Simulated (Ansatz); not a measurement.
Worked example: the enthalpy of formation of C2N2 (bisisocyanide)

C2N2: 4 atoms, total charge 0, spin state singlet. As SMILES, `[C-]#[N+][N+]#[C-]`. Geometry: relaxed at PBE0-D4/def2-TZVP.

Total energies at HF/cc-pVTZ (Ansatz 0.2.0); the atoms run unrestricted:

```tsv
species	state	energy (Eh)
C2N2	singlet	-184.548472
C	triplet	-37.691569
N	quartet	-54.400686
```

Harmonic wavenumbers at PBE0-D4/def2-TZVP, in cm⁻¹: 211, 211, 389, 389, 1002, 2103, 2329.

Measured heats of formation of the gaseous atoms at 298.15 K, in kJ/mol: C 716.9, N 472.4. Take 1 Eh = 2625.50 kJ/mol, 1 cm⁻¹ = 0.0119627 kJ/mol, RT = 2.479 kJ/mol.

**Question.** Work out the heat of formation of the gas at 298 K.

**Answer.** 
1. Electronic atomisation energy: 2 × (-37.691569) + 2 × (-54.400686) − (-184.548472) = 0.363962 Eh = 955.6 kJ/mol.
2. Zero-point energy: half the sum of the wavenumbers, 3317 cm⁻¹ = 39.7 kJ/mol.
3. Thermal vibrational enthalpy, Σ hcν̃/(exp(hcν̃/kT) − 1): 4.6 kJ/mol. Translation, rotation and pV of a linear molecule: 3.5 RT = 8.7 kJ/mol.
4. The 4 free atoms carry 5/2 RT each: 24.8 kJ/mol.
5. Atomisation enthalpy at 298 K: 955.6 − 39.7 − 4.6 − 8.7 + 24.8 = 927.4 kJ/mol.
6. Sum of the atoms' heats of formation: 2378.6 kJ/mol. Heat of formation: 2378.6 − 927.4 = +1451.2 kJ/mol.

The tabulated value is +613.0 kJ/mol (Active Thermochemical Tables), so this level is off by +838.2 kJ/mol, or 47.5 % of the atomisation enthalpy that the table implies (1765.6 kJ/mol). Hartree–Fock leaves out correlation, which is larger in the molecule than in the atoms, so it underbinds and puts the heat of formation too high. Anharmonicity and any spin-orbit splitting of the molecule are left out.
